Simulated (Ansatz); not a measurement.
Isolated molecules relaxed with PBE0-D4/def2-TZVP in Ansatz; ΔE leaves out vibrations. CBS: MP2 limit from def2 TZ/QZ plus the TZ coupled-cluster correction, frozen cores. This one scheme is used for every species. DFT in def2-TZVPP. One conformer a species, not always the lowest.

Reaction (alkene loss): `CC(C)(C)S` → H₂S + `C=C(C)C`

```csv
level,ΔE (kcal/mol)
revPBE-D4,21.7
MP2/def2-SVP,25.2
CCSD(T)/def2-TZVPP,20.9
MP2/def2-QZVPP,24.8
```

Problem. What does CCSD(T)/CBS give? (Best estimate.)

Solution. The calculation gave: +21.7 kcal/mol. The listed levels differ from it by 0.0, 3.5, -0.8, 3.1 kcal/mol.

Largest T1 diagnostic among the species: 0.010.

The D4 term adds +5.0 kcal/mol with B3LYP and +2.6 kcal/mol with PBE0; it sums over pairs of atoms, weighted by their polarisabilities, and B3LYP, whose exchange is more repulsive, gets the larger term. From PBE to PBE0 (25 % exact exchange), in def2-TZVPP and without D4, ΔE moves by +2.6 kcal/mol. In def2-TZVPP, CCSD(T) changes the Hartree–Fock value by +9.1 kcal/mol (the triples alone add +1.0 kcal/mol) and MP2 by +12.6 kcal/mol.

B3LYP here is the variant with VWN-RPA as its local correlation; programs differ in this.
